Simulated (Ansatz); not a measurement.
**Abstraction of H: SiH2(CH3)(NH2) + B(SH)2 → SiH(CH3)(NH2) + BH(SH)2**

Species: SiH2(CH3)(NH2), singlet; B(SH)2, doublet; SiH(CH3)(NH2), doublet; BH(SH)2, singlet. A radical takes H: the energy is the difference in strength between the Si–H bond broken and the B–H bond made.

Shapes, held fixed at every level: PBE0-D4/def2-TZVP. Flexible molecules stand in one conformer, not always the lowest. Programs: Ansatz 0.2.0. The zero-point and thermal change to 298 K, harmonic and unscaled (PBE0-D4/def2-TZVP), is +4.8 kJ/mol.

```json
{"level": "MP2/def2-SVP", "kind": "perturbation theory", "ΔH(298 K) (kJ/mol)": "-56.2", "less CCSD(T)/CBS estimate": "-6.0"}
{"level": "MP2/def2-TZVPP", "kind": "perturbation theory", "ΔH(298 K) (kJ/mol)": "-53.7", "less CCSD(T)/CBS estimate": "-3.5"}
{"level": "HF/def2-TZVPP", "kind": "Hartree–Fock", "ΔH(298 K) (kJ/mol)": "-40.3", "less CCSD(T)/CBS estimate": "+9.9"}
{"level": "BHLYP-D4/def2-TZVPP", "kind": "global hybrid", "ΔH(298 K) (kJ/mol)": "-49.3", "less CCSD(T)/CBS estimate": "+0.9"}
{"level": "r2SCAN0-D4/def2-TZVPP", "kind": "global hybrid", "ΔH(298 K) (kJ/mol)": "-46.5", "less CCSD(T)/CBS estimate": "+3.7"}
{"level": "wB97X-V/def2-TZVPP", "kind": "range-separated hybrid", "ΔH(298 K) (kJ/mol)": "-53.1", "less CCSD(T)/CBS estimate": "-2.9"}
{"level": "CCSD(T)/def2-SVP", "kind": "coupled cluster or CI", "ΔH(298 K) (kJ/mol)": "-54.1", "less CCSD(T)/CBS estimate": "-3.9"}
{"level": "CCSD(T)/CBS estimate", "kind": "coupled cluster or CI", "ΔH(298 K) (kJ/mol)": "-50.2", "less CCSD(T)/CBS estimate": "0.0"}
```

The highest level, CCSD(T)/CBS estimate, gives ΔH(298 K) = -50.2 kJ/mol; the levels span -56.2 to -40.3. The column of differences is taken from that level and isn't an error. No measured value is set beside it here. Open shells run unrestricted. The CBS estimate extrapolates MP2 from def2-TZVPP and def2-QZVPP and adds CCSD(T) − MP2 in the triple-zeta set, cores frozen.
